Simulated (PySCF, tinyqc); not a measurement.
Worked calculation: CID on RHF in the sto-3g basis, frozen core, for OH-, spin multiplicity 1. The basis has no diffuse functions, so it cannot describe the extra electron: this is an exercise in the method, not the real anion. The lowest restricted solution is unstable here: a spin-polarised one lies 0.0120 hartree lower (PySCF). Computed by tinyqc, a small Python program that keeps every step (integrals from PySCF). Settings: charge = -1, multiplicity = 1, basis = sto-3g, method = RHF, frozen orbitals = 1, energy threshold = 1e-10, iteration cap = 66, orthogonalisation = canonical, start = Wolfsberg-Helmholz matrix, DIIS depth = 6, ci = CID. Command: `OMP_NUM_THREADS=1 python tinyqc.py 21970 21971 out.jsonl` (the two numbers bound the seeds that draw the settings). One thread of a shared host (Intel(R) Xeon(R) Processor @ 2.60GHz), about 0.1 s of CPU time with the checks. The early iterations of the SCF are left out here.

## One-electron integrals

Geometry (angstrom):
```
atom         x         y         z
O     0.000000  0.000000  0.000000
H     0.000000  0.000000  1.688000
```

Basis sto-3g: exponents (1/bohr^2) and contraction coefficients of normalised primitives:
```
element  l (shell)    exponent  coefficient
O            s (1)  130.709320     0.154329
O            s (1)   23.808861     0.535328
O            s (1)    6.443608     0.444635
O            s (2)    5.033151    -0.099967
O            s (2)    1.169596     0.399513
O            s (2)    0.380389     0.700115
O            p (3)    5.033151     0.155916
O            p (3)    1.169596     0.607684
O            p (3)    0.380389     0.391957
H            s (1)    3.425251     0.154329
H            s (1)    0.623914     0.535328
H            s (1)    0.168855     0.444635
```

Overlap, kinetic and nuclear-attraction integrals over the contracted functions; the nuclear repulsion is the sum of Za Zb / Rab.

nuclear repulsion = 2.50794887 hartree

overlap S, lower triangle:
```
           1O 1s     1O 2s    1O 2px    1O 2py    1O 2pz     2H 1s
1O 1s   1.000000
1O 2s   0.236704  1.000000
1O 2px  0.000000  0.000000  1.000000
1O 2py  0.000000  0.000000  0.000000  1.000000
1O 2pz  0.000000  0.000000  0.000000  0.000000  1.000000
2H 1s   0.010184  0.140568  0.000000  0.000000  0.145671  1.000000
```

kinetic energy T (hartree), lower triangle:
```
            1O 1s      1O 2s    1O 2px    1O 2py    1O 2pz     2H 1s
1O 1s   29.003200
1O 2s   -0.168011   0.808128
1O 2px   0.000000   0.000000  2.528731
1O 2py   0.000000   0.000000  0.000000  2.528731
1O 2pz   0.000000   0.000000  0.000000  0.000000  2.528731
2H 1s   -0.002760  -0.016206  0.000000  0.000000  0.009231  0.760032
```

nuclear attraction V (hartree), lower triangle:
```
             1O 1s      1O 2s     1O 2px     1O 2py     1O 2pz      2H 1s
1O 1s   -60.931949
1O 2s    -7.257285  -9.365399
1O 2px    0.000000   0.000000  -9.283796
1O 2py    0.000000   0.000000   0.000000  -9.283796
1O 2pz   -0.004992  -0.062982   0.000000   0.000000  -9.311176
2H 1s    -0.319626  -0.877179   0.000000   0.000000  -0.768755  -3.730170
```

core Hamiltonian H = T + V (hartree), lower triangle:
```
             1O 1s      1O 2s     1O 2px     1O 2py     1O 2pz      2H 1s
1O 1s   -31.928749
1O 2s    -7.425296  -8.557272
1O 2px    0.000000   0.000000  -6.755064
1O 2py    0.000000   0.000000   0.000000  -6.755064
1O 2pz   -0.004992  -0.062982   0.000000   0.000000  -6.782445
2H 1s    -0.322386  -0.893385   0.000000   0.000000  -0.759524  -2.970138
```

## Two-electron integrals

Functions are numbered as in S; the eight-fold symmetry (ij|kl) = (ji|kl) = (kl|ij) leaves the list below.

Two-electron integrals (ij|kl) in chemists' order, unique and non-zero (hartree):
```
(11|11) 4.785065   (21|11) 0.741380   (21|21) 0.136873   (22|11) 1.118947
(22|21) 0.256633   (22|22) 0.817206   (31|31) 0.024477   (32|31) 0.037809
(32|32) 0.180518   (33|11) 1.115814   (33|21) 0.256684   (33|22) 0.817023
(33|33) 0.880159   (41|41) 0.024477   (42|41) 0.037809   (42|42) 0.180518
(43|43) 0.047444   (44|11) 1.115814   (44|21) 0.256684   (44|22) 0.817023
(44|33) 0.785270   (44|44) 0.880159   (51|51) 0.024477   (52|51) 0.037809
(52|52) 0.180518   (53|53) 0.047444   (54|54) 0.047444   (55|11) 1.115814
(55|21) 0.256684   (55|22) 0.817023   (55|33) 0.785270   (55|44) 0.785270
(55|55) 0.880159   (61|11) 0.032266   (61|21) 0.005912   (61|22) 0.011032
(61|33) 0.011017   (61|44) 0.011017   (61|51) 0.000249   (61|52) 0.000474
(61|55) 0.011065   (61|61) 0.000258   (62|11) 0.099921   (62|21) 0.023300
(62|22) 0.085223   (62|33) 0.083766   (62|44) 0.083766   (62|51) 0.001698
(62|52) 0.014563   (62|55) 0.088051   (62|61) 0.001025   (62|62) 0.012456
(63|31) 0.002154   (63|32) 0.013558   (63|53) 0.002856   (63|63) 0.001574
(64|41) 0.002154   (64|42) 0.013558   (64|54) 0.002856   (64|64) 0.001574
(65|11) 0.083657   (65|21) 0.019726   (65|22) 0.077169   (65|33) 0.074097
(65|44) 0.074097   (65|51) 0.003285   (65|52) 0.024931   (65|55) 0.083225
(65|61) 0.000893   (65|62) 0.013745   (65|65) 0.016567   (66|11) 0.312918
(66|21) 0.074053   (66|22) 0.311619   (66|33) 0.303461   (66|44) 0.303461
(66|51) 0.004905   (66|52) 0.060470   (66|55) 0.327794   (66|61) 0.003256
(66|62) 0.065266   (66|65) 0.083489   (66|66) 0.774606
```

## Orthogonalisation

S = U s U^T; canonical form X = U s^(-1/2), so that X^T S X = 1. Each column of U has its largest component positive (the first on a tie).

eigenvalues of S: 0.717480  0.874974  1.000000  1.000000  1.115094  1.292452

X:
```
                1          2          3         4          5         6
1O 1s   -0.651722   0.478973   0.000000  0.000000  -0.411147  0.486600
1O 2s    0.799813  -0.226976   0.000000  0.000000  -0.221885  0.584167
1O 2px   0.000000   0.000000   0.998956  0.045677   0.000000  0.000000
1O 2py   0.000000   0.000000  -0.045677  0.998956   0.000000  0.000000
1O 2pz   0.262992   0.704511   0.000000  0.000000   0.646326  0.197233
2H 1s   -0.510057  -0.604667   0.000000  0.000000   0.510659  0.395969
```

Within a degenerate level the vectors are fixed only up to a rotation; this is one choice.

## Starting guess

The start is the generalised Wolfsberg-Helmholz matrix (K = 1.75) built on H; D = 2 C_occ C_occ^T.

D at the start, lower triangle:
```
            1O 1s      1O 2s    1O 2px    1O 2py    1O 2pz     2H 1s
1O 1s    2.113438
1O 2s   -0.480124   2.035697
1O 2px   0.000000   0.000000  2.000000
1O 2py   0.000000   0.000000  0.000000  2.000000
1O 2pz   0.016402  -0.061018  0.000000  0.000000  1.957116
2H 1s   -0.064769   0.207186  0.000000  0.000000  0.119502  0.029298
```

## Iteration 8 (converged): orbitals

converged F (hartree), lower triangle:
```
             1O 1s      1O 2s    1O 2px    1O 2py     1O 2pz     2H 1s
1O 1s   -19.652547
1O 2s    -5.026097  -1.895996
1O 2px    0.000000   0.000000  0.083022
1O 2py    0.000000   0.000000  0.000000  0.083022
1O 2pz   -0.007771   0.039890  0.000000  0.000000   0.570027
2H 1s    -0.221668  -0.212699  0.000000  0.000000  -0.181408  0.191407
```

Diagonalise F' = X^T F X, C = X C', fill 5 alpha and 5 beta electrons from the bottom; D = 2 C_occ C_occ^T. Each column has its largest component positive (the first on a tie).

F' = X^T F X (hartree), lower triangle:
```
           1          2         3         4          5          6
1  -4.136857
2   4.136365  -2.953967
3   0.000000   0.000000  0.083022
4   0.000000   0.000000  0.000000  0.083022
5  -3.982292   3.920413  0.000000  0.000000  -4.030224
6   5.414853  -5.047115  0.000000  0.000000   5.921765  -8.309998
```

orbital energies (hartree): MO1 -19.660413, MO2 -0.653054, MO3 0.083022, MO4 0.083022, MO5 0.133946, MO6 0.748476

coefficients C:
```
              MO1        MO2       MO3        MO4        MO5        MO6
1O 1s    0.994817  -0.261077  0.000000   0.000000   0.036158  -0.029158
1O 2s    0.021099   1.014930  0.000000   0.000000  -0.179976   0.137054
1O 2px   0.000000   0.000000  0.372908   0.927868   0.000000   0.000000
1O 2py   0.000000   0.000000  0.927868  -0.372908   0.000000   0.000000
1O 2pz   0.000568  -0.029412  0.000000   0.000000   0.412989   0.922342
2H 1s   -0.001713   0.075825  0.000000   0.000000   0.859233  -0.547094
```

D after iteration 8, lower triangle:
```
            1O 1s      1O 2s    1O 2px    1O 2py    1O 2pz     2H 1s
1O 1s    2.118257
1O 2s   -0.500984   2.125839
1O 2px   0.000000   0.000000  2.000000
1O 2py   0.000000   0.000000  0.000000  2.000000
1O 2pz   0.046353  -0.208334  0.000000  0.000000  0.342851
2H 1s    0.019134  -0.155440  0.000000  0.000000  0.705245  1.488067
```

Within a degenerate level the vectors are fixed only up to a rotation; this is one choice.

## Convergence

Stop when the energy changes by less than 1e-10 hartree and every element of the error matrix X^T (F D S - S D F) X is below 3e-06.

Course of the cycle:
```
iteration   E (hartree)     change  largest element of the error matrix
1          -73.02986601          -                             2.82e-01
2          -73.89722796  -8.67e-01                             1.67e-01
3          -73.95811102  -6.09e-02                             7.84e-02
4          -73.97009188  -1.20e-02                             1.99e-02
5          -73.97063914  -5.47e-04                             4.06e-03
6          -73.97066019  -2.11e-05                             1.16e-05
7          -73.97066019  -1.74e-10                             1.75e-06
8          -73.97066019  -4.58e-12                             1.72e-08
```

PySCF RHF in the same basis = -73.97066019 hartree

Converged in 8 iterations.

## Populations, bond orders and dipole

Mulliken: Z minus the diagonal of D S on the atom; Loewdin: the same with S^(1/2) D S^(1/2); Mayer order: 2 sum_s sum (D(s) S)_ij (D(s) S)_ji over the two atoms.

Charges (e):
```
atom   Mulliken    Loewdin
1O    -0.430855  -0.436233
2H    -0.569145  -0.563767
```

Mayer bond orders:
```
pair     order
2-1   0.676074
```

dipole moment about the origin, x y z (debye): 0.000000  0.000000  -4.134368

## Integrals over molecular orbitals

(pq|rs) = sum C_ip C_jq C_kr C_ls (ij|kl), one index at a time.

one-electron integrals over orbitals h = C^T H C (hartree), lower triangle:
```
            1          2          3          4          5          6
1  -31.912978
2    0.629443  -7.196581
3    0.000000   0.000000  -6.755064
4    0.000000   0.000000   0.000000  -6.755064
5   -0.083877   0.405752   0.000000   0.000000  -3.845443
6    0.068840  -0.322149   0.000000   0.000000  -1.620619  -5.912901
```

Two-electron integrals over orbitals (pq|rs), unique and non-zero (hartree); the lowest 1 orbital is frozen and left out:
```
(22|22) 0.780547    (32|32) 0.169620    (33|22) 0.796177    (33|33) 0.880159
(42|42) 0.169620    (43|43) 0.047444    (44|22) 0.796177    (44|33) 0.785270
(44|44) 0.880159    (52|22) -0.057763   (52|33) -0.058147   (52|44) -0.058147
(52|52) 0.055767    (53|32) -0.019336   (53|53) 0.012608    (54|42) -0.019336
(54|54) 0.012608    (55|22) 0.421396    (55|33) 0.409922    (55|44) 0.409922
(55|52) 0.038439    (55|55) 0.614770    (62|22) 0.024099    (62|33) 0.033753
(62|44) 0.033753    (62|52) 0.068689    (62|55) 0.014909    (62|62) 0.130507
(63|32) 0.014634    (63|53) 0.017693    (63|63) 0.039095    (64|42) 0.014634
(64|54) 0.017693    (64|64) 0.039095    (65|22) 0.199177    (65|33) 0.197360
(65|44) 0.197360    (65|52) -0.054779   (65|55) -0.094701   (65|62) -0.003732
(65|65) 0.177717    (66|22) 0.695264    (66|33) 0.686124    (66|44) 0.686124
(66|52) -0.017190   (66|55) 0.504400    (66|62) 0.046565    (66|65) 0.131182
(66|66) 0.704293
```

## CID: determinants and Hamiltonian

one-electron integrals dressed by the frozen orbital, h + 2 (pq|11) - (p1|1q) (hartree), lower triangle:
```
           2          3          4          5          6
2  -5.066093
3   0.000000  -4.550202
4   0.000000   0.000000  -4.550202
5   0.213241   0.000000   0.000000  -2.882318
6  -0.214440   0.000000   0.000000  -0.989018  -4.008935
```

energy of the frozen orbital, 2 h_11 + (11|11) = -59.07672779 hartree

Hartree-Fock energy = -73.97066019 hartree

Slater-Condon rules over spin orbitals, with the nuclear repulsion and the energy of the frozen orbital added and E(HF) subtracted on the diagonal. Only determinants linked to the reference directly or through others are kept (one block of an abelian symmetry group), so some states are absent.

Occupation strings over the orbitals (2 doubly, a alpha, b beta, 0 empty; spin orbitals ordered 1a 1b 2a 2b ...): 222220 222202 2a22b2 222022 220222 2b22a2 202222

H - E(HF) between determinants (hartree), lower triangle:
```
           222220     222202     2a22b2     222022     220222     2b22a2    202222
222220   0.000000
222202   0.177717   0.885958
2a22b2   0.003732  -0.069087   1.050645
222022   0.039095   0.012608   0.019336   0.249056
220222   0.039095   0.012608   0.019336   0.047444   0.249056
2b22a2  -0.003732   0.069087  -0.055767  -0.019336  -0.019336   1.050645
202222   0.130507   0.055767   0.027116   0.169620   0.169620  -0.027116  1.767858
```

## CID: roots

Diagonalise (each vector has its largest component positive (the first on a tie)); all determinants have Ms = 0, so triplets appear too. The lowest singlet root is the correlation energy.

lowest roots of this matrix, relative to E(HF) (hartree): -0.046255  0.201611  0.259796  0.872193  0.994878  1.147187  1.823808

lowest vectors:
```
           root 1     root 2     root 3     root 4
222220   0.975509   0.000000   0.094475   0.171838
222202  -0.182399   0.000000  -0.047156   0.900524
2a22b2  -0.010279   0.000000  -0.030763   0.271900
222022  -0.078898   0.707107   0.693165   0.018810
220222  -0.078898  -0.707107   0.693165   0.018810
2b22a2   0.010279   0.000000   0.030763  -0.271900
202222  -0.049510   0.000000  -0.161253  -0.104696
```

<S^2> of these roots: 0.000000  0.000000  0.000000  0.000000  2.000000  0.000000  0.000000

weight of the ground state by excitation level 0, 1, 2, ...: 0.951618  0.000000  0.048382
